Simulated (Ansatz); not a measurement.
## HCl: state-averaged CASSCF

Computed with Ansatz's Gaussian-basis code (development build). State-averaged CASSCF with equal weights; occupations are averaged over the states; levels count from the state that is lowest in CASSCF. Solutions may break the symmetry of the shape. Lower solutions, or ones in other orbitals, may exist. The average may hold one member of a degenerate pair alone.

Geometry: bond length 1.2852 Å.

Basis cc-pVDZ, nonrelativistic, 5 orbitals frozen in the corrections; active space CAS(8,5). Averaged: 2 singlets.

Task: Give the levels in order.

Result: 

| state | CASSCF (eV) | SC-NEVPT2 (eV) |
| --- | --- | --- |
| singlet | 0.000 | 0.000 |
| singlet | 8.067 | 8.193 |

Occupations: 2.00, 2.00, 1.98, 1.50, 0.52.
